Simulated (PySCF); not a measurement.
Ligands exchanged one at a time, C Br-H. Isolated molecules, 0 K electronic values unless said otherwise. Strings in code marks are SMILES.

Quantity: vertical ionisation energy (energy after one electron is removed minus that of the parent at the parent's geometry), in eV.

Case: `C`. Geometry of `C` (neutral, multiplicity 1, Å):

```xyz
5

C      0.0000     0.0000     0.0000
H     -0.6302    -0.8352    -0.3079
H     -0.4145     0.9309    -0.3889
H      0.0368     0.0454     1.0891
H      1.0079    -0.1411    -0.3923
```

**Question.** Estimate the vertical ionisation energy (energy after one electron is removed minus that of the parent at the parent's geometry) that ωB97X-D3(BJ)/def2-TZVP (PySCF) returns for this input.

**Answer.** 14.28 eV.
